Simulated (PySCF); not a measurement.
C₅H₇O (doublet state).
Geometry (GFN2-xTB, Å), atoms numbered from 1 in this order:
```xyz
13
C5H7O angstrom
C     -2.4446   -0.2497    0.1428
O     -1.1489   -0.7742    0.2394
C     -0.1415    0.0644   -0.1668
C      1.2209   -0.3952   -0.0629
C      2.3459    0.6020    0.1532
C      2.2692    0.1013   -1.0437
H     -2.5611    0.6420    0.7698
H     -3.1234   -1.0265    0.4912
H     -2.6921    0.0140   -0.8922
H     -0.3983    1.0337   -0.5618
H      1.3108   -1.3952    0.3500
H      2.7715    1.2974    0.8354
H      2.5872    0.0867   -2.0581
```

The hyperfine couplings belong to this conformer and change with its torsions.

Identity: `CO[CH]C1C=C1` [radical].

Computed, not measured: PySCF, UKS B3LYP, pcH-1 on C H O, non-relativistic, mean-field spin-orbit, GIAO. Geometry: GFN2-xTB, one conformer, isolated molecule. Couplings are sensitive to structure, and on GFN2-xTB geometries they can be far from those on DFT ones. No stability test was run, so a lower SCF solution isn't excluded.

Problem. Break the g tensor into its mass correction, gauge correction and orbital-Zeeman/spin–orbit terms.

Solution. 
```json
{"Δg (ppm)": "relativistic mass correction", "1": "-187", "2": "-187", "3": "-187"}
{"Δg (ppm)": "gauge correction", "1": "2", "2": "35", "3": "45"}
{"Δg (ppm)": "orbital Zeeman/spin–orbit", "1": "-268", "2": "1020", "3": "1940"}
{"Δg (ppm)": "total", "1": "-453", "2": "868", "3": "1798"}
```

So g = 2.00187, 2.00319, 2.00412 and g_iso = 2.00306; the tensor is rhombic: the two nearest values differ by 41 % of g3 − g1. Axes: g3 points within 1° of the C3–C4 bond.

Problem. What are the electron Larmor frequencies g μB B/h along the three axes at 1200 mT?

Solution. 33.6223, 33.6445, 33.6601 GHz for g1, g2 and g3, a range of 37.8 MHz.

Problem. What effective moment and Curie constant follow for a powder?

Solution. With the mean of g² = 4.0122 and S(S+1) = 0.75: μ_eff = √(⟨g²⟩S(S+1)) = 1.735 μB and χT = 0.12505·⟨g²⟩·S(S+1) = 0.376 cm³ K/mol (cgs; spin-Hamiltonian part alone).

Problem. In a frozen sample, at which fields do the three g values resonate at 9.5, 34, 94 and 263 GHz (hyperfine left aside), and which band first spreads them over more than twice a line width of 0.5 mT?

Solution. 
| band | GHz | B(g3) mT | B(g2) mT | B(g1) mT | spread mT |
| --- | --- | --- | --- | --- | --- |
| X | 9.5 | 338.68 | 338.84 | 339.06 | 0.38 |
| Q | 34.0 | 1212.12 | 1212.68 | 1213.48 | 1.36 |
| W | 94.0 | 3351.14 | 3352.70 | 3354.91 | 3.77 |
| J | 263.0 | 9376.08 | 9380.43 | 9386.62 | 10.54 |

The spread grows in proportion to the frequency. Q band is the first where it exceeds 1.0 mT.

The largest Mulliken spin populations are on C3 (+0.83), O2 (+0.10), C4 (-0.09) and C5 (+0.08). C3 is the only atom above +0.15. The positive populations add up to 1.15 and the negative ones to -0.15, together 2S = 1. The angles at C3 add up to 360.0°, so it is planar; its axial dipolar tensor and the negative coupling of its proton fit spin in a p orbital normal to that plane.

The HOMO–LUMO gaps are 4.01 eV among the α and 6.12 eV among the β orbitals.

The run took 34 s (grids of density and orbitals included) on Arm Neoverse V1, one thread, shared host with 32 logical CPUs at a one-minute load of 17, and the process peaked at 0.76 GiB of memory.
